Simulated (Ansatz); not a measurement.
# SeF, quartet: the ladder up to UCCSDT(Q)

Geometry: that of the SeF, doublet, kept fixed. The doublet lies 2.3 eV lower here.

```
atom   x (Å)   y (Å)   z (Å)
   F  0.0000  0.0000  0.0000
  Se  0.0000  0.0000  1.7375
```

Basis cc-pVDZ; Ansatz 0.2.0. Correlated methods freeze the noble-gas cores and the filled d shells of p-block atoms, which leaves 13 electrons in 26 orbitals. Prefix R: restricted or restricted open-shell reference; prefix U: unrestricted. Active spaces: valence = (13e, 8o) chosen from the atoms' valence shells. No spin–orbit coupling is included, and no scalar relativity.

Full CI isn't at hand for all of this; UCCSDT(Q) serves as the reference, and is uncertain by about the last step of the cluster series. The frozen core follows each run's orbitals, which can shift R against U totals by a few meV for light atoms and by up to 0.1 eV past Ca.

```
UHF ⟨S²⟩                          : 3.758
T1 diagnostic (RCCSD)             : 0.0284
largest doubles amplitude (RCCSD) : 0.041
T1 diagnostic (UCCSD)             : 0.0252
```

| level | E − E(UCCSDT(Q)) (mEh) | share of correlation (%) | wall time |
| --- | --- | --- | --- |
| UHF | 293.08 | 1.65 | – |
| UMP2 | 21.10 | 92.92 | – |
| UCCSD | 7.00 | 97.65 | – |
| UCCSD(T) | 1.41 | 99.53 | 1.6 s |
| UCCSDT | 0.79 | 99.74 | – |

The correlation energy at UCCSDT(Q), counted from RHF, is -8.108 eV. That run took 13 s on 1 thread of Arm Neoverse N1, shared host.

Run but not shown, since their state or frozen core can't be matched to the reference's or they repeat it: RHF, RMP2, CISD, RCCSD, RCCSD(T), BCCD(T), RCCSDT, RCCSDT(Q), CASSCF (valence space), NEVPT2 (valence space), MRCISD (valence space), MRCISD+Q (valence space).

Times hold each run's SCF and search for its determinant on a shared host, so for small cases they say little of a method's own cost; they ran on 1 thread of Arm Neoverse N1.

Natural occupations of CASSCF (valence space) about the gap: 1.993 1.990 1.010 1.007 1.007; effectively unpaired electrons, Σ n²(2−n)², 3.00.
